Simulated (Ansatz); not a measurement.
Basis-set series for C3H4O, SMILES `C=C1CO1`. The species carries charge 0 and has multiplicity 1. The geometry is a stationary point of PBE0-D4/def2-TZVP.

Z-matrix (Å, degrees):
```
C
C 1 1.429
O 1 1.464 2 55.4
H 1 1.086 2 120.2 3 100.1
H 1 1.086 2 120.2 3 -100.1
C 2 1.314 1 156.7 3 -180.0
H 6 1.082 2 120.9 1 180.0
H 6 1.080 2 119.8 1 -0.0
```

| functional | basis | functions | energy (Eh) | HOMO (eV) | LUMO (eV) |
| --- | --- | --- | --- | --- | --- |
| PBE0-D4 | def2-SVP | 76 | -191.50503 | -6.94 | 0.98 |
| PBE0-D4 | def2-QZVPP | 348 | -191.73453 | -7.07 | 0.60 |
| ωB97M-V | def2-SVP | 76 | -191.63926 | -9.20 | 3.21 |
| ωB97M-V | def2-QZVPP | 348 | -191.87697 | -9.33 | 2.02 |

**Question.** Give the rows for def2-TZVPP. (Best estimate.)

**Answer.** The calculation gave: 
```tsv
functional	basis	functions	energy (Eh)	HOMO (eV)	LUMO (eV)
PBE0-D4	def2-TZVPP	180	-191.72402	-7.04	0.73
ωB97M-V	def2-TZVPP	180	-191.86703	-9.30	2.85
```

Positive LUMOs are unbound and depend on the basis.

Computed with Ansatz.
